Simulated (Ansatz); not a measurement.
**Counterpoise correction, worked out**

The pair of CH4 (SMILES C, atoms 1–5) and CH4 (SMILES C, atoms 6–10), both closed shells, in one local arrangement (a lower one may exist), relaxed at PBE0-D4/def2-TZVP:

| atom | x (Å) | y (Å) | z (Å) |
| --- | --- | --- | --- |
| C1 | 0.1757 | -0.0951 | -1.9091 |
| H2 | -0.5040 | 0.7339 | -1.7136 |
| H3 | -0.3321 | -1.0366 | -1.7011 |
| H4 | 1.0508 | -0.0055 | -1.2662 |
| H5 | 0.4861 | -0.0726 | -2.9534 |
| C6 | -0.1755 | 0.0951 | 1.9091 |
| H7 | -0.6603 | 0.1041 | 2.8850 |
| H8 | -0.4359 | 1.0024 | 1.3647 |
| H9 | -0.5099 | -0.7742 | 1.3437 |
| H10 | 0.9052 | 0.0486 | 2.0409 |

Ansatz 0.2.0; basis: def2-TZVPPD; cores frozen in the correlated methods.

CCSD(T) total energies in eV:

| system | geometry | basis functions | energy |
| --- | --- | --- | --- |
| pair | pair | all | -2200.84802 |
| CH4 | as in the pair | all (partner as ghosts) | -1100.41526 |
| CH4 | as in the pair | all (partner as ghosts) | -1100.41527 |
| CH4 | as in the pair | its own | -1100.41235 |
| CH4 | as in the pair | its own | -1100.41234 |
| CH4 | free (PBE0-D4 minimum) | its own | -1100.41235 |
| CH4 | free (PBE0-D4 minimum) | its own | -1100.41235 |

Question: Work out the interaction energy with and without the counterpoise correction, the superposition error, and the binding energy from the relaxed fragments.

Answer: Without correction: -2200.84802 − (-1100.41235) − (-1100.41234) = -0.02333 eV.
With correction (each fragment in the whole basis): -2200.84802 − (-1100.41526) − (-1100.41527) = -0.01749 eV = -0.40 kcal/mol.
The superposition error is the difference, 0.00584 eV, 25 % of the uncorrected value: each fragment borrows its partner's functions.
Deformation from the free shapes: 0.00000 eV for CH4 and 0.00001 eV for CH4.
Binding energy from relaxed fragments: -0.01749 + 0.00000 + 0.00001 = -0.01748 eV = -0.40 kcal/mol (electronic, without zero-point energy; negative means bound). For comparison, the corrected interaction energy by CCSD(T) at an estimated basis limit (MP2 extrapolated from triple and quadruple zeta, plus CCSD(T) − MP2 in triple zeta) is -0.020 eV.

No T1 diagnostic of these runs exceeds 0.008.

For scale, one of the runs: CCSD(T)/def2-TZVPPD, 210 basis functions, launched by `ansatz run in.yaml --threads 2 --pin off --events-out ev --progress --plain --max-ram 5222MiB`. The run took 44 s on 2 CPU threads of an Arm Neoverse V1 (shared host), with 2.9 GiB of host memory at its peak.
